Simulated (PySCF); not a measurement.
The numbers below are computed, except where a source is named.
A vibrational averaging run on formate(1-), CHO2 (charge -1), SMILES O=C[O-]. A sound run at PBE0/pcSseg-2 gave B0 = 109103, 12293, 11028 MHz, harmonic ZPE 4425 cm⁻¹, lowest mode 760 cm⁻¹ and averaged shieldings -40.37, 12.57, -40.37, 21.42 ppm.

Input of the run in question:

```
{"job": {"xc": "PBE0", "basis": "pcSseg-2", "grid": 2, "temperatures": [500, 700], "hess_step": 0.15, "kind": "iso"}, "charge": -1, "multiplicity": 1}
O     -0.890088    -0.824884     0.157233
C      0.016296    -0.019779     0.438944
O      1.169285    -0.213054     0.865974
H     -0.254557     1.076808     0.279287
```

Command: OMP_NUM_THREADS=1 python ens_run.py task.json out

Output:

```
parent
  Be/MHz 109274.016 12347.912 11094.265
  B0/MHz 109234.265 12298.625 11033.317
  ZPE/cm-1 4511.9
  <sigma>(0 K)/ppm -40.538 12.559 -40.221 21.435
18O at atom 0
  Be/MHz 107979.233 11648.175 10513.987
  B0/MHz 107945.53 11602.084 10457.335
  ZPE/cm-1 4483.5
  <sigma>(0 K)/ppm -40.396 12.588 -40.151 21.436
```

**Question.** What is doubtful here, and how much did it matter?

**Answer.** The setting at fault: Hessian step far outside the useful range. The isotope effects on the shieldings at 0 K read 142, 29, 70, 1 ppb against 150, 31, 70, 1 ppb in the sound run, and B0 − Be of the smallest constant -60.9 against -66.5 MHz.
